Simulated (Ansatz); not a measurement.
# AlH3 (SMILES [AlH3]): functionals against CCSD(T) at one geometry

A test off equilibrium: a structure displaced at random from a GFN2-xTB minimum is computed at several levels, and each is set against CCSD(T).

Method: single points in def2-TZVPP; program: Ansatz 0.2.0, Gaussian basis.

Correlated methods freeze the cores.

## Step 1: The system as given

SMILES `[AlH3]`, 4 atoms, charge 0, spin multiplicity 1.

Atoms are counted from 1 here; the program's logs count them from 0.

Bond lengths: Al1–H2 1.564 Å, Al1–H3 1.520 Å, Al1–H4 1.453 Å. Angles: H2–Al1–H3 123.0°, H2–Al1–H4 120.8°, H3–Al1–H4 116.3°.

Geometry (Å):

```xyz
4

Al    0.0317   -0.0194   -0.0245
H     0.6656    0.6498    1.2395
H    -1.2543   -0.8284    0.0249
H     0.6834    0.0734   -1.3202
```

## Step 2: CCSD(T)/def2-TZVPP

Contents of run/in.yaml:

```yaml
crystal:
  periodic: [false, false, false]
  atoms:
    - {symbol: Al, position_ang: [0.031700, -0.019400, -0.024500]}
    - {symbol: H, position_ang: [0.665600, 0.649800, 1.239500]}
    - {symbol: H, position_ang: [-1.254300, -0.828400, 0.024900]}
    - {symbol: H, position_ang: [0.683400, 0.073400, -1.320200]}
basis:
  gaussian: {orbitals: def2-TZVPP}
correlation: {method: ccsd_t}
output: {forces: true}
```

No record of the launch command was kept for these runs.

## Step 3: PBE0-D4/def2-TZVPP

run/in.yaml, as its differences from that of step 2:

```diff
@@ -9,3 +9,3 @@
   gaussian: {orbitals: def2-TZVPP}
-correlation: {method: ccsd_t}
-output: {forces: true}
+hamiltonian: {xc: pbe0, dispersion: d4}
+output: {forces: true, orbitals: {seedname: orbitals}}
```

## Step 4: wB97M-V/def2-TZVPP

run/in.yaml, as its differences from that of step 3:

```diff
@@ -9,3 +9,3 @@
   gaussian: {orbitals: def2-TZVPP}
-hamiltonian: {xc: pbe0, dispersion: d4}
-output: {forces: true, orbitals: {seedname: orbitals}}
+hamiltonian: {xc: {name: wB97M-V}}
+output: {forces: true}
```

## Step 5: r2SCAN-D4/def2-TZVPP

run/in.yaml, as its differences from that of step 4:

```diff
@@ -9,3 +9,3 @@
   gaussian: {orbitals: def2-TZVPP}
-hamiltonian: {xc: {name: wB97M-V}}
+hamiltonian: {xc: r2scan, dispersion: d4}
 output: {forces: true}
```

## Step 6: PBE-D4/def2-TZVPP

run/in.yaml, as its differences from that of step 5:

```diff
@@ -9,3 +9,3 @@
   gaussian: {orbitals: def2-TZVPP}
-hamiltonian: {xc: r2scan, dispersion: d4}
+hamiltonian: {xc: pbe, dispersion: d4}
 output: {forces: true}
```

## Step 7: SPW92/def2-TZVPP

run/in.yaml, as its differences from that of step 6:

```diff
@@ -9,3 +9,3 @@
   gaussian: {orbitals: def2-TZVPP}
-hamiltonian: {xc: pbe, dispersion: d4}
+hamiltonian: {xc: lda}
 output: {forces: true}
```

## Step 8: BHLYP-D4/def2-TZVPP

run/in.yaml, as its differences from that of step 7:

```diff
@@ -9,3 +9,3 @@
   gaussian: {orbitals: def2-TZVPP}
-hamiltonian: {xc: lda}
+hamiltonian: {xc: {name: BHLYP}, dispersion: d4}
 output: {forces: true}
```

(Steps that only read results are left out.)

Before running it: what results should come out? Wanted: energy less free atoms, CCSD(T)/def2-TZVPP; RMS force component; RMS force error; HOMO and LUMO, PBE0-D4; T1 diagnostic.

As calculated:

| quantity | value |
| --- | --- |
| energy less free atoms, CCSD(T)/def2-TZVPP | -863.0 kJ/mol |
| RMS force component | 0.802 to 0.907 eV/Å over the methods |
| RMS force error | PBE0-D4 0.023, wB97M-V 0.058, r2SCAN-D4 0.010, PBE-D4 0.076, SPW92 0.060, BHLYP-D4 0.080 eV/Å |
| HOMO and LUMO, PBE0-D4 | -8.63 and -1.68 eV |
| T1 diagnostic | 0.008 |

**Reading.** Against CCSD(T) the functionals' energies less atoms differ by -59.2 to +28.1 kJ/mol, PBE-D4 by +28.1 kJ/mol. The reference is not at the basis limit: in triple zeta CCSD(T) underbinds, which counts against methods that bind more; the gaps are no ranking. The forces of r2SCAN-D4 come nearest to CCSD(T), those of BHLYP-D4 are farthest. Frozen-core CCSD(T) forces in triple zeta carry basis errors of their own, and this is one geometry, so small gaps rank nothing.
